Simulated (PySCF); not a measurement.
thiophene (C4H4S), SMILES c1sccc1. Geometry optimised at B3LYP-D3(BJ)/def2-SVP.

Computed equilibrium geometry at B3LYP-D3(BJ)/def2-SVP (PySCF confirms it by a frequency run) as bond lengths and angles, and its point group:
point group C2v.
Atoms: C1 C2 C3 S4 C5 H6 H7 H8 H9. Bonds (Å): C1–C2 1.430, C1–C5 1.372, C1–H6 1.091, C2–C3 1.372, C2–H7 1.091, C3–S4 1.731, C3–H8 1.089, S4–C5 1.731, C5–H9 1.089. Angles (°): C2–C1–C5 112.6, C2–C1–H6 124.1, C5–C1–H6 123.4, C1–C2–C3 112.6, C1–C2–H7 124.1, C3–C2–H7 123.4, C2–C3–S4 111.6, C2–C3–H8 128.2, S4–C3–H8 120.2, C3–S4–C5 91.7, C1–C5–S4 111.6, C1–C5–H9 128.2, S4–C5–H9 120.2.
